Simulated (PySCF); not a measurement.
Bonds broken one at a time in the series B CH3-H. Gas-phase values, no solvent. Strings in code marks are SMILES.

The dipole moment from two functionals at the same geometries (B3LYP-D3(BJ)/def2-TZVP), both in PySCF: PBE-D3(BJ)/def2-TZVP and B3LYP-D3(BJ)/def2-TZVP. B3LYP has the VWN-RPA correlation part, as in Gaussian. 

```
species                     PBE-D3(BJ)/def2-TZVP (D)
--------------------------  ------------------------
whole molecule (`CB(C)C`)                       0.01
radical fragment (`C[B]C`)                      1.13
radical fragment (`[CH3]`)                      0.00
whole molecule (`B(C)C`)                        0.46
radical fragment (`[BH]C`)                      1.31
whole molecule (`BC`)                           0.77
radical fragment (`[BH2]`)                      0.51
whole molecule (`B`)                            0.00
```

Task: What does B3LYP-D3(BJ)/def2-TZVP give for each?

Result: 
- whole molecule (`CB(C)C`): 0.01
- radical fragment (`C[B]C`): 1.05
- radical fragment (`[CH3]`): 0.00
- whole molecule (`B(C)C`): 0.41
- radical fragment (`[BH]C`): 1.20
- whole molecule (`BC`): 0.68
- radical fragment (`[BH2]`): 0.49
- whole molecule (`B`): 0.00
Over these rows, drawn at random from the members with no instability flagged (it was tested for open shells, ions and some series alone), PBE minus B3LYP-D3(BJ): mean +0.04 D, from 0.00 D to +0.11 D.
